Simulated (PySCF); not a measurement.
## Working with the constants of AlB⁻

UHF-CCSD(T) constants of AlB⁻, ⁴Σ⁻ (quartet), unpaired electrons σ ↑, π ↑↑ (basis Al aug-cc-pV(D+d)Z, B aug-cc-pVDZ; no relativity; PySCF 2.14; masses 26.9815 and 11.0093 u):

```
ωe              : 570.0 cm⁻¹
ωexe            : 4.07 cm⁻¹
Be              : 0.48433 cm⁻¹
αe              : 0.00480 cm⁻¹
D (centrifugal) : 1.4e-06 cm⁻¹
De to Al⁻ + B   : 2.90 eV
```

Problem. Give the vibrational terms G(v) and spacings up to v = 6.

Solution. G(v) = ωe(v+½) − ωexe(v+½)².

```csv
v,G(v) (cm⁻¹),G(v) − G(v−1),Bv (cm⁻¹)
0,284.0,,0.4819
1,845.8,561.9,0.4771
2,1399.6,553.7,0.4723
3,1945.1,545.6,0.4675
4,2482.6,537.4,0.4627
5,3011.9,529.3,0.4579
6,3533.0,521.2,0.4531
```

Problem. How well does the Morse estimate ωe²/(4ωexe) reproduce De, and what is D0?

Solution. It gives 2.47 eV, 85 % of the computed De. D0 = De − G(0) = 2.90 − 0.04 = 2.86 eV.

Correlated steps freeze 6 core orbitals. Correlated levels converge slowly with the basis: in double zeta they bind strong bonds too weakly, by up to about 1 eV, and carry superposition errors of some tenths. For an ion De counts to the pair picked by the measured ionisation energies or electron affinities, which need not be the lowest pair at this level. The CCSD T1 diagnostic is raised, a sign that a single reference may not be enough here. The state was picked by a PBE0 search and need not be the measured ground state.
